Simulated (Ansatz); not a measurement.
# BH₂, doublet in aug-cc-pVDZ: errors against full CI

Geometry: a point of a stretch scan, not a stationary point.

```
atom   x (Å)    y (Å)    z (Å)
   B  0.0000  -0.1123   0.0683
   H  0.0000   0.8074  -1.8774
   H  0.0000   0.3968   1.1453
```

Basis aug-cc-pVDZ; Ansatz 0.2.0. Only valence electrons are correlated (noble-gas cores frozen), which leaves 5 electrons in 40 orbitals. R marks a restricted (for open shells ROHF) determinant, U an unrestricted one. Active spaces: pair = (3e, 3o) about the gap; valence = (5e, 6o) chosen from the atoms' valence shells.

Full CI is exact within this basis and frozen core; it isn't the basis-set limit. The frozen core follows each run's orbitals, which can shift R against U totals by a few meV.

Unrestricted rows (U) aren't spin-pure: their determinants' ⟨S²⟩ exceeds S(S+1) by up to 0.34, so they mix in states of higher spin. For open shells CISD is restricted-active-space CI with the open shells as a complete middle space.

The UHF ⟨S²⟩ is 1.093. The T1 diagnostic (RCCSD) is 0.0507 and the largest doubles amplitude (RCCSD) is 0.080. The T1 diagnostic (UCCSD) is 0.0834.

| level | E − E(full CI) (kJ/mol) | share of correlation (%) | wall time |
| --- | --- | --- | --- |
| RHF | 305.6 | 0.00 | – |
| UHF | 251.3 | 17.77 | – |
| RMP2 | 99.1 | 67.58 | – |
| UMP2 | 101.5 | 66.77 | – |
| CISD | 25.1 | 91.78 | 0.51 s |
| RCCSD | 13.6 | 95.55 | – |
| UCCSD | 10.7 | 96.50 | – |
| RCCSD(T) | 3.9 | 98.73 | 0.87 s |
| UCCSD(T) | 4.0 | 98.69 | 2.1 s |
| BCCD(T) | 3.8 | 98.75 | 1.2 s |
| RCCSDT | 0.3 | 99.89 | – |
| UCCSDT | 0.3 | 99.90 | – |
| RCCSDT(Q) | 0.1 | 99.97 | 6.5 s |
| UCCSDT(Q) | 0.0 | 99.99 | 8.5 s |
| CASSCF (pair space) | 191.5 | 37.35 | – |
| NEVPT2 (pair space) | 60.1 | 80.33 | 0.42 s |
| MRCISD (pair space) | 10.9 | 96.42 | – |
| MRCISD+Q (pair space) | 1.7 | 99.44 | 0.57 s |
| CASSCF (valence space) | 127.7 | 58.21 | – |
| NEVPT2 (valence space) | 42.2 | 86.20 | 0.45 s |
| NEVPT4(SD) (valence space) | 7.2 | 97.64 | 0.75 s |
| MRCISD (valence space) | 4.7 | 98.47 | – |
| MRCISD+Q (valence space) | 0.8 | 99.74 | 0.84 s |

The correlation energy at full CI, counted from RHF, is -3.167 eV. That run took 40 s on 1 thread of Arm Neoverse V2, shared host over 3,897,078 determinants.

Times hold each run's SCF and search for its determinant on a shared host, so for small cases they say little of a method's own cost; they ran on 1 thread of Arm Neoverse V2.

The full-CI state has the irrep A' of Cs, in the program's axes.

Natural occupations of full CI about the gap: 1.951 1.831 0.985 0.133 0.034 0.019 0.008 0.007 0.007 0.007; effectively unpaired electrons, Σ n²(2−n)², 1.17.
